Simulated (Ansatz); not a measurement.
Basis-set extrapolation for `C#CCOC=O` (PBE0-D4/def2-TZVP geometry, frozen core, Ansatz). Multiplicity 1, RHF reference.

```csv
,def2-TZVPP,def2-QZVPP
HF,-303.580226,-303.593491
MP2 correlation,-1.081506,-1.158923
CCSD(T) correlation,-1.150621,not run
```

Energies in hartree. Use E(X) = E(∞) + A·exp(−7.88·√X) for Hartree–Fock and E(X) = E(∞) + B·X^(−2.97) for correlation, with X = 3 and 4, and add CCSD(T) minus MP2 of the smaller set to the MP2 limit.

**Question.** What is the CCSD(T) energy at the basis-set limit?

**Answer.** HF limit: -303.593491 + (-0.013265) × 0.13774 = -303.59532. MP2 limit: -1.158923 + (-0.077417) × 0.74074 = -1.21627. Higher-order term: -1.150621 − (-1.081506) = -0.06911. Total: -304.88070 hartree, 393.4 kJ/mol below CCSD(T)/def2-TZVPP.
